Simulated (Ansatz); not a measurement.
Geometry optimisation, RKS PBE0/def2-SVP (Ansatz).

The input (input.yaml):

```yaml
crystal:
  periodic: [false, false, false]
  atoms:
    - { symbol: B, position_ang: [-0.006789, -0.574615, -0.385597] }
    - { symbol: H, position_ang: [-0.212496, 0.181769, 1.880534] }
    - { symbol: H, position_ang: [0.990671, 0.091185, -0.389243] }
    - { symbol: Cl, position_ang: [-1.526687, 0.123527, -0.891662] }
    - { symbol: S, position_ang: [0.159005, -2.369251, 0.034515] }
    - { symbol: H, position_ang: [-1.151123, -2.681428, -0.08224] }
    - { symbol: H, position_ang: [-0.07118, -0.522987, 1.866293] }
basis:
  gaussian: { orbitals: def2-SVP }
hamiltonian:
  xc: pbe0
relax:
  f_tol: 0.03
  max_steps: 50
output:
  orbitals: {}
```

Run as:

```bash
$ ansatz run input.yaml --threads 2 --pin off --max-ram 3072MiB --backend cpu --events-out ev --progress --plain --runs-dir out
```

Task: Where does it end, and by what steps?

Result: The run converged. The force dipped under the threshold on the way, but the program's further checks kept it going. After 10 steps the energy has fallen by 0.255 eV; H7 moved furthest, 0.76 Å.

| step | energy less start (eV) | largest force component (eV/Å) | accepted |
| --- | --- | --- | --- |
| 0 | 0.0000 | 1.820 | yes |
| 1 | -0.1620 | 0.716 | yes |
| 2 | -0.2141 | 0.420 | yes |
| 3 | -0.2406 | 0.285 | yes |
| 4 | -0.2426 | 0.241 | yes |
| 5 | -0.2516 | 0.091 | yes |
| 6 | -0.2500 | 0.082 | no |
| 7 | -0.2537 | 0.034 | yes |
| 8 | -0.2545 | 0.010 | yes |
| 9 | -0.2517 | 0.363 | no |
| 10 | -0.2548 | 0.017 | yes |

```xyz
7
Properties=species:S:1:pos:R:3
B 0.004 -0.734 -0.686
H -0.330 0.464 2.529
H 1.016 -0.087 -0.728
Cl -1.527 0.044 -1.030
S 0.152 -2.458 -0.270
H -1.162 -2.773 -0.333
H 0.029 -0.207 2.550
```

Whether the end is a true minimum wasn't checked by a vibrational analysis.

Time of the run: 25 s on 2 threads of Arm Neoverse N1, with other jobs on the host, peak memory 0.14 GiB.
